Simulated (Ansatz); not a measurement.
Isomers of C₄H₄F₂, relaxed with PBE0-D4/def2-TZVP in Ansatz; electronic energies, one conformer each and not always the lowest. Functionals use def2-TZVPP; CBS adds triple-zeta CCSD(T) − MP2 to the MP2 limit of def2-TZVPP and def2-QZVPP.

**Question.** Order them by energy at frozen-core CCSD(T)/CBS, lowest first. (Estimate.)
A. `F[C@@H]1C=C[C@H]1F`
B. `C=C(F)/C=C/F`
C. `FC1=CC(F)C1`
D. `FCC#CCF`
E. `C=CC=C(F)F`
F. `C=C/C(F)=C\F`

**Answer.** E (0.0 kJ/mol), B (6.7 kJ/mol), F (27.2 kJ/mol), C (36.7 kJ/mol), A (43.7 kJ/mol), D (94.9 kJ/mol).

**Question.** How do MP2/CBS(def2), HF/CBS(def2), B2PLYP, PBE-D4 place them (kJ/mol, against `C=CC=C(F)F`)? (Best estimate.)

**Answer.** Computed: 
```tsv
isomer	MP2/CBS(def2)	HF/CBS(def2)	B2PLYP	PBE-D4
`C=C(F)/C=C/F`	8.6	7.7	6.9	8.3
`FCC#CCF`	85.1	87.2	93.1	112.7
`F[C@@H]1C=C[C@H]1F`	39.1	54.2	57.6	56.2
`FC1=CC(F)C1`	29.8	51.1	48.1	39.9
`C=C/C(F)=C\F`	31.5	29.9	28.7	30.0
```
